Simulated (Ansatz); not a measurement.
## BH₂⁺, triplet along the scale of all distances

Starting geometry (PBE0/def2-TZVP stationary point for this spin, not checked as a minimum):

```yaml
atoms:
  - { symbol: B, position_ang: [0.0000, 0.0000, -0.1694] }
  - { symbol: H, position_ang: [0.0000, 0.7106, 0.9083] }
  - { symbol: H, position_ang: [0.0000, -0.7106, 0.9083] }
```

From there all distances are scaled together; atoms are numbered as listed. Energies are in eV, counted from the starting geometry at the same level.

Basis aug-cc-pVTZ; Ansatz 0.2.0. Correlated methods freeze the noble-gas cores. R marks a restricted (for open shells ROHF) determinant, U an unrestricted one.

Unrestricted rows (U) aren't spin-pure: their determinants' ⟨S²⟩ exceeds S(S+1) by up to 0.15, so they mix in states of higher spin.

Full CI is exact within this basis and frozen core; it isn't the basis-set limit. The frozen core follows each run's orbitals, which can shift R against U totals by a few meV.

| scale of all distances | UMP2 |
| --- | --- |
| 0.885 | 0.374 |
| 1.000 | 0.000 |
| 1.117 | 0.332 |
| 1.313 | 1.493 |
| 1.499 | 2.426 |
| 1.716 | 2.920 |
| 2.033 | 3.154 |
| 2.383 | 3.229 |

Question: Estimate the full CI curve in aug-cc-pVTZ from this one, knowing how UMP2 errs.

Answer: The computed full CI values, in eV from the starting point, and the error of UMP2 against them:
```json
{"scale of all distances": "0.885", "full CI": "0.424", "UMP2 less full CI": "-0.050"}
{"scale of all distances": "1.000", "full CI": "0.000", "UMP2 less full CI": "0.000"}
{"scale of all distances": "1.117", "full CI": "0.261", "UMP2 less full CI": "0.072"}
{"scale of all distances": "1.313", "full CI": "1.224", "UMP2 less full CI": "0.269"}
{"scale of all distances": "1.499", "full CI": "2.056", "UMP2 less full CI": "0.370"}
{"scale of all distances": "1.716", "full CI": "2.592", "UMP2 less full CI": "0.329"}
{"scale of all distances": "2.033", "full CI": "2.881", "UMP2 less full CI": "0.273"}
{"scale of all distances": "2.383", "full CI": "3.010", "UMP2 less full CI": "0.218"}
```

The error spans 0.420 eV and is largest, 0.370 eV, at 1.499.
